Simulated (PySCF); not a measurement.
# CH2O (Formaldehyde): the cost of one run

Computed with PySCF 2.14.0 and routines of our own; the level stands in each step. Atoms count from 0.

### Step 1. The system as given

4 atoms, charge 0, multiplicity 1; geometry from: GFN2-xTB.

### Step 2. Optimising the geometry at PBE0/def2-TZVP

The job: settings as JSON, then the geometry in Å.

```
{"job": {"xc": "PBE0", "basis": "def2-TZVP", "grid": 1, "kind": "geom"}, "charge": 0, "multiplicity": 1}
C      0.003175     0.001019    -0.005928
O      1.176539    -0.209213    -0.014559
H     -0.748437    -0.806190     0.003826
H     -0.421043     1.019157    -0.006192
```

On the command line:

```bash
$ OMP_NUM_THREADS=1 python excited_run.py task.json out
```

This one command runs all jobs of the session in turn.

Q: Estimate the wall time and peak memory of this first job on 1 thread of Arm Neoverse V1, shared host.

About 2.4 s, with a peak of 0.28 GiB.
